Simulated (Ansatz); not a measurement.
**Nudged elastic band run: AlH7Si**

The input (input.yaml):

```yaml
crystal:
  periodic: [false, false, false]
  atoms:
    - { symbol: Al, position_ang: [-0.033326, 0.289155, 0.142692] }
    - { symbol: H, position_ang: [0.471475, 1.138723, 1.397342] }
    - { symbol: H, position_ang: [1.042828, -0.446064, -0.787388] }
    - { symbol: H, position_ang: [-1.54546, 0.396867, -0.358171] }
    - { symbol: Si, position_ang: [0.14508, -2.76999, 1.123278] }
    - { symbol: H, position_ang: [-0.240063, -3.275375, -0.226899] }
    - { symbol: H, position_ang: [1.623996, -2.724522, 1.313878] }
    - { symbol: H, position_ang: [-0.524726, -3.549442, 2.21199] }
    - { symbol: H, position_ang: [-0.397902, -1.353053, 1.275179] }
basis:
  gaussian: { orbitals: def2-SVP }
hamiltonian:
  xc: blyp
  dispersion: d4
neb:
  order_check: false
  images: 7
  f_tol: 0.03
  max_iterations: 60
  final_atoms:
    - { symbol: Al, position_ang: [-0.0886276, -0.54956659, -0.1511607] }
    - { symbol: H, position_ang: [0.13786785, 0.77867271, 1.66290214] }
    - { symbol: H, position_ang: [1.17825766, 0.23920899, -0.71772218] }
    - { symbol: H, position_ang: [-1.55066155, 0.05158581, -0.37386483] }
    - { symbol: Si, position_ang: [0.16046317, -2.83012625, 0.77287641] }
    - { symbol: H, position_ang: [-0.30435766, -3.85442356, -0.2302526] }
    - { symbol: H, position_ang: [1.58243127, -3.17123311, 1.13097355] }
    - { symbol: H, position_ang: [-0.67104353, -3.03171832, 2.01422489] }
    - { symbol: H, position_ang: [0.09757239, 0.07389932, 1.98392432] }
  initial_path:
    images:
      - { positions_ang: [[-0.033326, 0.289155, 0.142692], [0.471475, 1.138723, 1.397342], [1.042828, -0.446064, -0.787388], [-1.54546, 0.396867, -0.358171], [0.14508, -2.76999, 1.123278], [-0.240063, -3.275375, -0.226899], [1.623996, -2.724522, 1.313878], [-0.524726, -3.549442, 2.21199], [-0.397902, -1.353053, 1.275179]] }
      - { positions_ang: [[-0.03458724, 0.21456998, 0.10356124], [0.34211845, 0.85646219, 1.52202169], [1.11089668, -0.32859868, -0.78774829], [-1.50550837, 0.2832564, -0.46831438], [0.14443756, -2.69758757, 1.05181919], [-0.33458971, -3.2959671, -0.18206442], [1.60378198, -2.76649055, 1.1963513], [-0.49266975, -3.30463386, 2.20683438], [-0.29197761, -1.25471181, 1.44944029]] }
      - { positions_ang: [[-0.03584848, 0.13998496, 0.06443049], [0.21276191, 0.57420137, 1.64670138], [1.17896536, -0.21113335, -0.78810858], [-1.46555675, 0.16964581, -0.57845775], [0.14379513, -2.62518513, 0.98036037], [-0.42911642, -3.31655921, -0.13722985], [1.58356796, -2.8084591, 1.07882461], [-0.4606135, -3.05982572, 2.20167875], [-0.18605322, -1.15637063, 1.62370157]] }
      - { positions_ang: [[-0.03710973, 0.06539994, 0.02529973], [0.08340536, 0.29194056, 1.77138108], [1.24703405, -0.09366803, -0.78846887], [-1.42560512, 0.05603521, -0.68860113], [0.14315269, -2.5527827, 0.90890156], [-0.52364313, -3.33715131, -0.09239527], [1.56335394, -2.85042765, 0.96129791], [-0.42855725, -2.81501758, 2.19652313], [-0.08012883, -1.05802944, 1.79796286]] }
      - { positions_ang: [[-0.03837097, -0.00918508, -0.01383102], [-0.04595119, 0.00967974, 1.89606077], [1.31510273, 0.02379729, -0.78882916], [-1.38565349, -0.05757538, -0.79874451], [0.14251026, -2.48038026, 0.83744275], [-0.61816984, -3.35774341, -0.0475607], [1.54313993, -2.8923962, 0.84377121], [-0.39650099, -2.57020944, 2.19136751], [0.02579557, -0.95968825, 1.97222415]] }
      - { positions_ang: [[-0.05093513, -0.14428046, -0.04816344], [3.57e-06, 0.20192799, 1.83777111], [1.28089146, 0.07765022, -0.77105242], [-1.42690551, -0.03028508, -0.69252459], [0.14699849, -2.56781676, 0.82130116], [-0.53971679, -3.48191345, -0.09323367], [1.55296276, -2.96210543, 0.9155718], [-0.46513663, -2.68558666, 2.14708186], [0.04373977, -0.70129136, 1.97514919]] }
      - { positions_ang: [[-0.06349928, -0.27937584, -0.08249586], [0.04595833, 0.39417623, 1.77948145], [1.24668019, 0.13150314, -0.75327567], [-1.46815752, -0.00299479, -0.58630467], [0.15148672, -2.65525326, 0.80515958], [-0.46126375, -3.60608349, -0.13890665], [1.5627856, -3.03181465, 0.98737238], [-0.53377226, -2.80096388, 2.1027962], [0.06168398, -0.44289447, 1.97807424]] }
      - { positions_ang: [[-0.07606344, -0.41447121, -0.11682828], [0.09191309, 0.58642447, 1.7211918], [1.21246893, 0.18535607, -0.73549893], [-1.50940954, 0.02429551, -0.48008475], [0.15597494, -2.74268975, 0.789018], [-0.38281071, -3.73025353, -0.18457963], [1.57260843, -3.10152388, 1.05917296], [-0.6024079, -2.9163411, 2.05851055], [0.07962819, -0.18449757, 1.98099928]] }
      - { positions_ang: [[-0.0886276, -0.54956659, -0.1511607], [0.13786785, 0.77867271, 1.66290214], [1.17825766, 0.23920899, -0.71772218], [-1.55066155, 0.05158581, -0.37386483], [0.16046317, -2.83012625, 0.77287641], [-0.30435766, -3.85442356, -0.2302526], [1.58243127, -3.17123311, 1.13097355], [-0.67104353, -3.03171832, 2.01422489], [0.09757239, 0.07389932, 1.98392432]] }
```

Launched with:

```bash
$ ansatz run input.yaml --threads 1 --pin off --max-ram 2048MiB --backend cpu --events-out ev --progress --plain --runs-dir out
```

Output, in part (warnings, iteration lines, the closing report on the highest movable image, with atoms numbered from 0):

```
NEB end point (image 0): max|allowed force component| = 1.682e-2 eV/Å (the criterion of neb.relax_end_points is 1.000e-2)
NEB end point (image 8): max|allowed force component| = 1.162e-2 eV/Å (the criterion of neb.relax_end_points is 1.000e-2)
NEB iter   1: max|band force component| = 1.866e0 eV/Å  barrier→ = 2.2914 eV  barrier← = 2.0022 eV  Δτ_max = 0.2000 Å  (207 SCF iters)
NEB iter   2: max|band force component| = 1.468e0 eV/Å  barrier→ = 1.4555 eV  barrier← = 1.1663 eV  Δτ_max = 0.2000 Å  (173 SCF iters)
NEB iter   3: max|band force component| = 1.027e0 eV/Å  barrier→ = 1.2135 eV  barrier← = 0.9244 eV  Δτ_max = 0.2000 Å  (174 SCF iters)
NEB iter   4: max|band force component| = 2.088e0 eV/Å  barrier→ = 1.2551 eV  barrier← = 0.9660 eV  Δτ_max = 0.1002 Å  (179 SCF iters)
NEB iter   5: max|band force component| = 1.066e0 eV/Å  barrier→ = 0.9733 eV  barrier← = 0.6841 eV  Δτ_max = 0.0940 Å  (173 SCF iters)
NEB iter   6: max|band force component| = 6.818e-1 eV/Å  barrier→ = 0.9586 eV  barrier← = 0.6695 eV  CI = image 5  Δτ_max = 0.1006 Å  (174 SCF iters)
NEB iter   7: max|band force component| = 5.981e-1 eV/Å  barrier→ = 1.0974 eV  barrier← = 0.8083 eV  CI = image 5  Δτ_max = 0.1024 Å  (172 SCF iters)
NEB iter   8: max|band force component| = 5.294e-1 eV/Å  barrier→ = 1.1273 eV  barrier← = 0.8382 eV  CI = image 5  Δτ_max = 0.0983 Å  (170 SCF iters)
NEB iter   9: max|band force component| = 1.997e-1 eV/Å  barrier→ = 1.1213 eV  barrier← = 0.8322 eV  CI = image 5  Δτ_max = 0.0853 Å  (174 SCF iters)
NEB iter  10: max|band force component| = 7.871e-2 eV/Å  barrier→ = 1.1061 eV  barrier← = 0.8170 eV  CI = image 5  Δτ_max = 0.0202 Å  (174 SCF iters)
NEB iter  11: max|band force component| = 4.184e-2 eV/Å  barrier→ = 1.1053 eV  barrier← = 0.8161 eV  CI = image 5  Δτ_max = 0.0303 Å  (159 SCF iters)
NEB iter  12: max|band force component| = 2.691e-2 eV/Å  barrier→ = 1.1043 eV  barrier← = 0.8152 eV  CI = image 5  Δτ_max = 0.0545 Å  (170 SCF iters)
NEB iter  13: max|band force component| = 1.545e-1 eV/Å  barrier→ = 1.1020 eV  barrier← = 0.8129 eV  CI = image 5  Δτ_max = 0.1298 Å  (26 SCF iters)
NEB iter  14: max|band force component| = 6.536e-2 eV/Å  barrier→ = 1.0997 eV  barrier← = 0.8106 eV  CI = image 5  Δτ_max = 0.0735 Å  (170 SCF iters)
NEB iter  15: max|band force component| = 1.073e-1 eV/Å  barrier→ = 1.0972 eV  barrier← = 0.8081 eV  CI = image 5  Δτ_max = 0.0368 Å  (171 SCF iters)
NEB iter  16: max|band force component| = 5.123e-2 eV/Å  barrier→ = 1.0958 eV  barrier← = 0.8067 eV  CI = image 5  Δτ_max = 0.0734 Å  (170 SCF iters)
NEB iter  17: max|band force component| = 6.995e-2 eV/Å  barrier→ = 1.0942 eV  barrier← = 0.8051 eV  CI = image 5  Δτ_max = 0.0368 Å  (172 SCF iters)
NEB iter  18: max|band force component| = 5.156e-2 eV/Å  barrier→ = 1.0933 eV  barrier← = 0.8042 eV  CI = image 5  Δτ_max = 0.0368 Å  (167 SCF iters)
NEB iter  19: max|band force component| = 4.276e-2 eV/Å  barrier→ = 1.0926 eV  barrier← = 0.8035 eV  CI = image 5  Δτ_max = 0.0326 Å  (168 SCF iters)
NEB iter  20: max|band force component| = 2.868e-2 eV/Å  barrier→ = 1.0922 eV  barrier← = 0.8031 eV  CI = image 5  Δτ_max = 0.0195 Å  (161 SCF iters)
NEB iter  21: max|band force component| = 5.725e-2 eV/Å  barrier→ = 1.0919 eV  barrier← = 0.8028 eV  CI = image 5  Δτ_max = 0.0368 Å  (27 SCF iters)
NEB iter  22: max|band force component| = 1.553e-2 eV/Å  barrier→ = 1.0918 eV  barrier← = 0.8027 eV  CI = image 5  Δτ_max = 0.0000 Å  (333 SCF iters)
Total energy: -14581.19480380 eV, -535.8490255510 hartree
Atom 0 at    -0.121790    -0.123928    -0.006251 Å, force    -0.000643    -0.000150    -0.000245 eV/Å
Atom 1 at     0.244525     0.377597     1.604006 Å, force     0.000851    -0.000223     0.000032 eV/Å
Atom 2 at     1.166108     0.083427    -0.899585 Å, force    -0.000686     0.000145    -0.000774 eV/Å
Atom 3 at    -1.676708     0.041629    -0.239310 Å, force    -0.000230     0.000206     0.001099 eV/Å
Atom 4 at     0.153853    -2.589435     0.979469 Å, force    -0.003077     0.000208     0.000530 eV/Å
Atom 5 at    -0.207814    -3.316768    -0.288920 Å, force     0.001856     0.000208    -0.000243 eV/Å
Atom 6 at     1.546389    -2.994347     1.367729 Å, force     0.000608     0.000054     0.001825 eV/Å
Atom 7 at    -0.806001    -3.025237     2.049069 Å, force    -0.000356    -0.000380    -0.001381 eV/Å
Atom 8 at     0.243340    -0.746638     1.525693 Å, force     0.001677    -0.000067    -0.000844 eV/Å
Dipole moment:     0.010380     0.011867     0.048087 e Å
```

It converged. The band force fell under the threshold earlier too, but the program's further tests of the path sent the band on. A vibrational analysis at the climbing image gives one clearly imaginary mode, 1069i cm⁻¹: a first-order saddle point. The orbitals stay closed-shell, which can raise the energy where a bond breaks towards radicals; this wasn't checked here.

Final band (atoms are numbered from 1 in the order of the input):

| image | path coordinate (Å) | energy (kJ/mol) | Al1–H2 (Å) | Si5–H9 (Å) | Al1–Si5 (Å) |
| --- | --- | --- | --- | --- | --- |
| 0 | 0.00 | 0.0 | 1.60 | 1.52 | 3.22 |
| 1 | 0.49 | 0.2 | 1.60 | 1.52 | 3.23 |
| 2 | 0.98 | 0.7 | 1.60 | 1.52 | 3.27 |
| 3 | 1.47 | 7.8 | 1.59 | 1.52 | 3.14 |
| 4 | 1.96 | 48.7 | 1.61 | 1.60 | 2.90 |
| 5 | 2.45 | 105.3 | 1.73 | 1.92 | 2.67 |
| 6 | 2.99 | 54.2 | 2.00 | 2.37 | 2.49 |
| 7 | 3.53 | 29.5 | 2.21 | 2.84 | 2.47 |
| 8 | 4.07 | 27.9 | 2.26 | 3.15 | 2.47 |

Time of the run: 2.1 min on 1 thread of Intel(R) Xeon(R) 6975P-C (Granite Rapids) (shared host), peak memory 0.14 GiB.
